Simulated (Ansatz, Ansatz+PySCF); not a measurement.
```xyz
6

C    -0.0021    0.0059   -0.7312
C    -0.0012    0.0099    0.7230
H    -0.0097   -0.9345   -1.3011
H     0.0022    0.9240   -1.2979
H    -0.9280    0.0088    1.3038
H     0.9343    0.0054    1.3108
```

UHF on triplet C2H4 was run in several spherical basis sets with Ansatz (development build ahead of 0.2.0). Caution: another spin multiplicity may lie lower.

Q: Rank the basis sets by the total energy that they give, lowest first, with the distance from the lowest.
A. cc-pVTZ
B. cc-pVDZ
C. 6-31G(d)
D. def2-TZVP
E. def2-SVP
F. STO-3G

A: D (0.00 eV), A (0.03 eV), B (0.64 eV), C (0.87 eV), E (2.31 eV), F (26.66 eV).

Totals follow the description of the cores as much as that of the bonds, so this order isn't one of quality for chemistry.
